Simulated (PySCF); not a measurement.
CH2O2, SMILES O=CO (connectivity only; charge and spin as stated), charge +1, multiplicity 2. Atoms are numbered in the order given.

```xyz
5

O      0.0821     1.0903     0.0000
C     -0.3966    -0.0862     0.0000
O      0.2693    -1.1443     0.0000
H      1.0632     1.1586     0.0000
H     -1.4945    -0.2087     0.0000
```
Charge +1, spin multiplicity 2.

Coordinates come from a B3LYP-D3(BJ)/def2-TZVP optimisation. The multiplicity is an assumed one; other spin states were not compared. The values are those of a single conformer.

All values below come from B3LYP/pcH-1 (PySCF).

Unrestricted Kohn–Sham, ⟨S²⟩ = 0.755. Hyperfine tensors hold the contact and dipolar terms, without spin-orbit corrections.

Computed hyperfine couplings:
```json
[
 {"nucleus": "17O no. 1", "A(iso) (MHz)": "-2.6", "A(iso) (G)": "-0.9", "dipolar principal values (MHz)": "-28.2, 10.8, 17.4"},
 {"nucleus": "13C no. 2", "A(iso) (MHz)": "-43.4", "A(iso) (G)": "-15.5", "dipolar principal values (MHz)": "-12.9, -1.0, 13.9"},
 {"nucleus": "17O no. 3", "A(iso) (MHz)": "-50.8", "A(iso) (G)": "-18.1", "dipolar principal values (MHz)": "-280.6, 131.3, 149.3"},
 {"nucleus": "1H no. 4", "A(iso) (MHz)": "-4.9", "A(iso) (G)": "-1.8", "dipolar principal values (MHz)": "-9.6, -0.8, 10.4"},
 {"nucleus": "1H no. 5", "A(iso) (MHz)": "184.7", "A(iso) (G)": "65.9", "dipolar principal values (MHz)": "-10.5, -2.7, 13.3"}
]
```

And the g tensor (effective nuclear charges for spin-orbit coupling, GIAO)? (Estimate from the structure and the level; the computed values follow.)

principal values 2.0025, 2.0083, 2.0135; isotropic 2.0081.
